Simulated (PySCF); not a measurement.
**Spin–orbit doublets of 2p levels**

Compound: propargyl chloride, C3H3Cl.
Structure used (PBE0-D3(BJ)/def2-SVP), in Å, numbered top down from 1:
```xyz
7
C3H3Cl angstrom
C      1.5924   -0.2241   -0.6088
C      0.5109   -0.1204   -0.0765
C     -0.7806   -0.0136    0.5719
Cl    -1.7494    1.3657   -0.0434
H      2.5558   -0.3178   -1.0761
H     -0.6624    0.1327    1.6551
H     -1.3748   -0.9244    0.4090
```

The calculation used PySCF 2.14.0, delta-SCF UKS SCAN, pcX-2 on the ionised atom, pcseg-1 elsewhere, spin-free X2C. Each binding energy is the total energy of the core-ionised species, with the hole localised on one atom, minus that of the ground state; both are solved self-consistently, so orbital relaxation is included. Spin–orbit and ligand-field terms were added within each 2p shell after the spin-free SCF. The splitting includes the ligand field, and 2p3/2 is the mean of two sublevels.

When a 2p electron fills a 1s hole, the emitted photon carries the energy difference of the two hole states (Kα1 from 2p3/2, Kα2 from 2p1/2), here at the ground state's geometry.

| atom | Kα1 (eV) | Kα2 (eV) | 2p3/2 binding energy (eV) |
| --- | --- | --- | --- |
| Cl4 | 2622.60 | 2620.94 | 206.08 |

Question: What are the 1s and 2p1/2 binding energies?

Answer: 1s = Kα1 + 2p3/2, and 2p1/2 = 1s − Kα2:

| atom | environment | 1s (eV) | 2p1/2 (eV) |
| --- | --- | --- | --- |
| Cl4 | alkyl chlorine | 2828.68 | 207.74 |

Question: And the 1s levels of the other atoms?

Answer: C1 (terminal alkyne carbon) 290.88 eV; C2 (alkyne carbon) 291.31 eV; C3 (sp3 C–Cl carbon) 293.35 eV.

Spin contamination (⟨S²⟩ against 0.75 for a pure doublet) is marked for C 1s of C2 (0.87), which makes this value less certain. Isolated species at its PBE0-D3(BJ)/def2-SVP geometry, gas phase.
